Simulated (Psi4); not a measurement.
**PNH4 (SMILES N=[PH3]): HF/cc-pVDZ (sweep point 1)**

What is the vertical ionisation energy of PNH4 at HF/cc-pVDZ (sweep point 1)? 

The calculation is run with Psi4 1.11.

## Step 1: Starting point

PNH4: 6 atoms, total charge 0, spin state singlet. As SMILES, `N=[PH3]`. The shape is that of a GFN2-xTB optimisation.

Bond lengths: N1–P2 1.541 Å, N1–H3 1.008 Å, P2–H4 1.400 Å, P2–H5 1.400 Å, P2–H6 1.376 Å. Angles: N1–P2–H4 122.7°, N1–P2–H5 122.7°, N1–P2–H6 107.3°, P2–N1–H3 115.5°, H4–P2–H5 97.9°, H4–P2–H6 101.3°, H5–P2–H6 101.2°.

## Step 2: A single-point energy at HF/cc-pVDZ (sweep point 1)

Input file calc.inp:

```
memory 1.6 GB

molecule {
  0 1
  N      0.614450    -0.712610     0.868100
  P     -0.156770     0.225050    -0.081540
  H      1.035260    -1.519270     0.433750
  H     -1.299680    -0.179570    -0.781270
  H      0.465280     0.930830    -1.118320
  H     -0.658550     1.255570     0.679280
  units angstrom
  symmetry c1
}

set {
  basis     cc-pVDZ
  reference rhf
  puream    true
  scf_type  pk
}

energy_value, wavefunction = energy('scf', return_wfn=True)
```

Command:

```
psi4 calc.inp calc.out -n 1
```

calc.out (excerpt; [...] marks lines left out):

```text
[...]
  Running in c1 symmetry.
[...]
  Nuclear repulsion =   66.191009531758780
[...]
  Multiplicity = 1
[...]
  Nalpha       = 13
  Nbeta        = 13
[...]
    Number of basis functions: 52
[...]
   @RHF iter   1:  -397.30280464606898   -7.04190e-02   9.85411e-03 ADIIS/DIIS
[...]
   @RHF iter   8:  -397.44858672052948   -3.30909e-08   5.06134e-07 DIIS
[...]
    Orbital Energies [Eh]
    ---------------------
    Doubly Occupied:
       1A    -80.020465     2A    -15.487069     3A     -7.557187
       4A     -5.453458     5A     -5.453094     6A     -5.452744
       7A     -1.120599     8A     -0.849350     9A     -0.624438
      10A     -0.578990    11A     -0.554367    12A     -0.400026
      13A     -0.353915
[...]
  @RHF Final Energy:  -397.44858672052948
   => Energetics <=
    Nuclear Repulsion Energy =             66.1910095317587803
    One-Electron Energy =                -679.4677884652871853
    Two-Electron Energy =                 215.8281922129988857
    Total Energy =                       -397.4485867205294767
[...]
 Multipole Moments:
 ------------------------------------------------------------------------------------
     Multipole            Electronic (a.u.)      Nuclear  (a.u.)        Total (a.u.)
 ------------------------------------------------------------------------------------
 L = 1.  Multiply by 2.5417464519 to convert [e a0] to [Debye]
 Dipole X            :          0.0023731           -0.4762264           -0.4738533
 Dipole Y            :          0.0236871            0.3972499            0.4209370
 Dipole Z            :          0.0939429           -1.1746566           -1.0807137
 Magnitude           :                                                    1.2528635
[...]
```

It took 3.6 s on 1 thread of Intel Xeon Platinum 8259CL at 2.50GHz (Skylake/Cascade Lake), shared host; peak memory 0.29 GiB.

## Step 3: The doublet cation

Input file job.dat:

```
memory 1.6 GB

molecule geom {
  1 2
  N      0.614450    -0.712610     0.868100
  P     -0.156770     0.225050    -0.081540
  H      1.035260    -1.519270     0.433750
  H     -1.299680    -0.179570    -0.781270
  H      0.465280     0.930830    -1.118320
  H     -0.658550     1.255570     0.679280
  symmetry c1
}

set reference uhf
set puream true
set scf_type pk
set maxiter 150

energy_value, wavefunction = energy('hf/cc-pVDZ', return_wfn=True)
print_variables()
```

Command:

```
psi4 -n 1 job.dat job.out
```

job.out:

```text
[...]
  Running in c1 symmetry.
[...]
  Nuclear repulsion =   66.191009531758780
[...]
  Multiplicity = 2
[...]
  Nalpha       = 13
  Nbeta        = 12
[...]
    Number of basis functions: 52
[...]
   @UHF iter   1:  -397.04095205150463    1.91434e-01   6.86900e-03 ADIIS/DIIS
[...]
   @UHF iter  10:  -397.17290932489067   -3.41164e-08   8.73646e-07 DIIS
[...]
   @S^2 Observed:                7.597897346E-01
[...]
    Orbital Energies [Eh]
    ---------------------
    Alpha Occupied:
       1A    -80.282690     2A    -15.877150     3A     -7.827707
       4A     -5.724322     5A     -5.722446     6A     -5.722256
       7A     -1.515858     8A     -1.136233     9A     -0.952188
      10A     -0.885409    11A     -0.840165    12A     -0.757732
      13A     -0.745287
    Alpha Virtual:
      14A     -0.082190    15A     -0.044631    16A     -0.024545
      17A     -0.022985    18A      0.030017    19A      0.213813
      20A      0.215985    21A      0.303656    22A      0.354069
      23A      0.381072    24A      0.426480    25A      0.449079
[...]
  @UHF Final Energy:  -397.17290932489067
   => Energetics <=
    Nuclear Repulsion Energy =             66.1910095317587803
    One-Electron Energy =                -671.7948423972330829
    Two-Electron Energy =                 208.4309235405835921
    Total Energy =                       -397.1729093248906679
  UHF NO Occupations:
  HONO-2 :   11  A 1.9982822
  HONO-1 :   12  A 1.9978824
[...]
 Multipole Moments:
 ------------------------------------------------------------------------------------
     Multipole            Electronic (a.u.)      Nuclear  (a.u.)        Total (a.u.)
 ------------------------------------------------------------------------------------
 L = 1.  Multiply by 2.5417464519 to convert [e a0] to [Debye]
 Dipole X            :          0.3045926           -0.4762264           -0.1716338
 Dipole Y            :         -0.4114544            0.3972499           -0.0142045
 Dipole Z            :          0.2413704           -1.1746566           -0.9332862
 Magnitude           :                                                    0.9490432
[...]
```

Run time: 3.6 s. Hardware: 1 thread of Intel Xeon Platinum 8259CL at 2.50GHz (Skylake/Cascade Lake), shared host; peak memory 0.3 GiB.

## Step 4: Summary of results

At HF/cc-pVDZ (sweep point 1):

| quantity | value |
| --- | --- |
| singlet PNH4: total energy | -397.44859 Eh |
| singlet PNH4: dipole moment | 3.18 D |
| singlet PNH4: HOMO energy | -9.63 eV |
| singlet PNH4: LUMO energy | 4.44 eV |
| singlet PNH4: HOMO–LUMO gap | 14.07 eV |
| doublet cation: total energy | -397.17291 Eh |
| doublet cation: HOMO energy (highest over α and β) | -19.36 eV |
| doublet cation: LUMO energy (lowest over α and β) | -5.90 eV |
| doublet cation: ⟨S²⟩ | 0.760 |
| vertical ionisation energy (to the doublet cation) | 7.502 eV |

What this shows: Removing an electron at fixed nuclei costs 7.50 eV (173 kcal/mol). −ε(HOMO) before ionisation, 9.63 eV, is 2.13 eV above this ionisation energy.
